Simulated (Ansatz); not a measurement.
```yaml
crystal:
  periodic: [false, false, false]
  atoms:
    - {symbol: C, position_ang: [-0.615400, 0.677270, -1.075560]}
    - {symbol: C, position_ang: [0.026137, -0.036318, 0.106541]}
    - {symbol: C, position_ang: [1.511009, 0.310002, 0.183873]}
    - {symbol: C, position_ang: [-0.145379, -1.546456, -0.037882]}
    - {symbol: P, position_ang: [-0.738810, 0.450808, 1.744025]}
    - {symbol: H, position_ang: [-0.509575, 1.761360, -0.991490]}
    - {symbol: H, position_ang: [-0.138865, 0.364417, -2.012121]}
    - {symbol: H, position_ang: [-1.680984, 0.447705, -1.148757]}
    - {symbol: H, position_ang: [1.996307, -0.188411, 1.026801]}
    - {symbol: H, position_ang: [1.665652, 1.386959, 0.292352]}
    - {symbol: H, position_ang: [2.017868, -0.008395, -0.732934]}
    - {symbol: H, position_ang: [-1.201097, -1.826205, -0.090093]}
    - {symbol: H, position_ang: [0.306323, -2.083834, 0.799748]}
    - {symbol: H, position_ang: [0.336327, -1.891545, -0.958589]}
    - {symbol: H, position_ang: [-0.728905, 1.857884, 1.539290]}
    - {symbol: H, position_ang: [-2.100599, 0.324769, 1.354818]}
basis:
  gaussian: {orbitals: aug-cc-pVDZ}
total_charge: 1
magnetization: {spin_polarized: true, initial_magnetization: 1}
hamiltonian: {xc: {name: B97}}
```

```sh
$ ansatz run in.yaml --threads 4 --pin off --events-out ev --progress --plain --max-ram 11315MiB
```

Output, abridged:

```
Functional definition: B97
1982 factors; their error is unknown
mean field evaluation 1: about -13577.5347 eV, gradient 7.3e1 eV
mean field evaluation 2: about -13400.2424 eV, gradient 1.6e2 eV
mean field evaluation 4: about -13604.1593 eV, gradient 1.3e1 eV
mean field evaluation 8: about -13604.9936 eV, gradient 3.8e-1 eV
mean field evaluation 16: about -13605.0226 eV, gradient 1.9e-3 eV
mean field -13605.02257666 eV, -499.9753578768 hartree, gradient 5.8e-5 eV, S^2 0.753127; 0 other end points of the search recorded, 0 dependent functions left out
reference -13605.02263141 eV, -499.9753598887 hartree; 25, 24 occupied and 193, 194 virtual orbitals, 1982 factors
Total energy: -13605.02263141 eV, -499.9753598887 hartree
```

It took 9.5 s on 4 threads of an Intel Xeon Platinum 8488C on a shared host, with 1.1 GiB of host memory at the peak.
